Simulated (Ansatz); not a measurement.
# FH5SSi: the cost of one run

Computed with Ansatz 0.2.0, Gaussian basis. Level: PBE0-D4, def2-SVP first, then def2-TZVP.

152 further runs of the same task are left out: 152 set aside as unsound or not needed.

**1. The system as given**

The guess: 8 atoms, charge 0, spin multiplicity 1.

Atoms are counted from 1 here; the program's logs count them from 0.

Bond lengths: Si1–H3 1.445 Å, Si1–H4 1.470 Å, Si1–H5 1.448 Å, Si1–S7 2.294 Å, H6–S7 1.550 Å, S7–H8 1.327 Å. Angles: H3–Si1–H4 108.8°, H3–Si1–H5 128.6°, H3–Si1–S7 103.6°, H4–Si1–H5 107.9°, H4–Si1–S7 98.3°, H5–Si1–S7 105.3°, Si1–S7–H6 71.6°, Si1–S7–H8 96.0°, H6–S7–H8 92.1°.

Coordinates:

```xyz
8

Si   -0.7170    0.1977   -0.5259
F     1.4164   -0.6610   -0.8572
H    -0.9465   -1.0504   -1.2169
H    -2.0028    0.7031   -0.0229
H     0.0719    1.3347   -0.9521
H     1.2067   -0.7742    0.3514
S     0.1908   -0.4540    1.4772
H     0.7805    0.7041    1.7464
```

Distances that are to change: Si1–S7 2.29 Å, F2–H6 1.23 Å, Si1–F2 2.32 Å, H6–S7 1.55 Å.

**2. Constrained relaxation of the guess**

The input, hold/in.yaml:

```yaml
crystal:
  periodic: [false, false, false]
  atoms:
    - {symbol: Si, position_ang: [-0.717000, 0.197700, -0.525900]}
    - {symbol: F, position_ang: [1.416400, -0.661000, -0.857200]}
    - {symbol: H, position_ang: [-0.946500, -1.050400, -1.216900]}
    - {symbol: H, position_ang: [-2.002800, 0.703100, -0.022900]}
    - {symbol: H, position_ang: [0.071900, 1.334700, -0.952100]}
    - {symbol: H, position_ang: [1.206700, -0.774200, 0.351400]}
    - {symbol: S, position_ang: [0.190800, -0.454000, 1.477200]}
    - {symbol: H, position_ang: [0.780500, 0.704100, 1.746400]}
basis:
  gaussian: {orbitals: def2-SVP}
hamiltonian: {xc: pbe0, dispersion: d4}
relax: {f_tol: 0.04, max_steps: 150, escape_saddle: false, constraints: [{distance: [0, 6]}, {distance: [1, 5]}, {distance: [0, 1]}, {distance: [5, 6]}]}
```

Started as:

```bash
$ ansatz run in.yaml --threads 2 --pin off --events-out ev --progress --plain --max-ram 4352MiB
```

**Question.** How long does this run take on 2 threads of Arm Neoverse V1, shared host?

About 10 s.
